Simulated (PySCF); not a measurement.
C3H6N (doublet state).
Numbering: `[H]/[N:4]=[CH:3]\[CH2:2][CH2:1]` (hydrogens: H5, H6 on C1; H7, H8 on C2; H9 on C3; H10 on N4)

Cartesian coordinates in Å at the PBE0-D3(BJ)/def2-SVP level; atoms count from 1:
```xyz
10
C3H6N angstrom
C     -1.429    0.395    0.190
C     -0.297   -0.385   -0.379
C      0.974   -0.203    0.428
N      2.075    0.286    0.042
H     -2.061   -0.022    0.978
H     -1.529    1.460   -0.033
H     -0.092   -0.087   -1.422
H     -0.541   -1.463   -0.384
H      0.902   -0.526    1.482
H      2.017    0.555   -0.948
```

The hyperfine couplings belong to this conformer and change with its torsions.

Computed with UKS B3LYP, IGLO-III on C N, pcH-1 on H, non-relativistic, mean-field spin-orbit, GIAO in PySCF 2.14.0. One conformer (not necessarily the lowest) at the PBE0-D3(BJ)/def2-SVP geometry, without solvent, vibrations or thermal averaging. No stability test was run, so a lower SCF solution isn't excluded.

The Mulliken spin populations are largest on C1 (+1.09) and C2 (-0.09). C1 is the only atom above +0.15. The angles at C1 add up to 359.0°, so it is planar; its axial dipolar tensor and the negative couplings of its protons fit spin in a p orbital normal to that plane.

Problem. Find Q in a(H) = Q·ρ(C) for the protons on the planar carbons that carry spin.

Solution. 
```tsv
H	C	ρ(C)	a(H) (G)	a/ρ (G)
H5	C1	+1.089	-22.59	-20.8
H6	C1	+1.089	-21.86	-20.1
```

These protons share one ρ (within 0.01), so their mean ratio, Q = -20.4 G, is no test of linearity. In McConnell's picture π spin on carbon polarises the C–H bond and leaves opposite spin at the proton, which makes Q negative, as found here.

Problem. How do the β-proton couplings of this frozen conformer go with θ, the angle between the C–H bond and the normal to the plane of the spin centre's three neighbours, both seen down the bond from centre to carbon?

Solution. 
| β H | on | centre | θ (°) | cos²θ | a (G) |
| --- | --- | --- | --- | --- | --- |
| H7 | C2 | C1 | 56 | 0.31 | +13.79 |
| H8 | C2 | C1 | 63 | 0.21 | +13.78 |

Couplings in gauss use g_iso = 2.0027.

On x86-64 server, one thread (shared host), this took 18 s of wall time.
